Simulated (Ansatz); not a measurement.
## How methods differ on BSiH3 (SMILES B[SiH])

BSiH3: 5 atoms, total charge 0, spin state triplet. As SMILES, `B[SiH]`. The shape is that of a GFN2-xTB optimisation.

```xyz
5

B    -0.2067   -0.7082    0.1267
Si    0.7608    0.8295   -0.3504
H    -1.3037   -0.6208    0.5495
H     0.2636   -1.7797    0.0100
H     0.4860    2.2792   -0.3358
```

Each level gives the electronic atomisation energy (eV). The values are calculated. Electronic energies at fixed atoms, without zero-point motion or spin-orbit coupling.

```tsv
level	kind	program	value (eV)	less FCI/STO-3G
UHF/STO-3G	Hartree–Fock	Ansatz	15.77	-0.90
UBLYP/STO-3G	GGA	Ansatz	19.29	+2.62
U-r2SCAN0/STO-3G	hybrid meta-GGA	Ansatz	19.26	+2.59
U-wB97M-V/STO-3G	range-separated hybrid	Ansatz	19.48	+2.81
UCAM-B3LYP/STO-3G	range-separated hybrid	Ansatz	19.31	+2.64
UB2PLYP/STO-3G	double hybrid	Ansatz	18.31	+1.64
UMP2/STO-3G	perturbation theory	Ansatz	16.64	-0.03
UCCSDTQ/STO-3G	coupled cluster or CI	Ansatz	16.66	-0.01
FCI/STO-3G	exact in the basis	Ansatz	16.67	0.00
```

FCI/STO-3G is exact within its basis and frozen core, so for wave-function methods in that basis the difference is their error; functionals converge differently with the basis, so for them it is only a difference. The values span 15.77 to 19.48 eV. All rows use very small basis sets, so none should be taken for the real molecule's value.
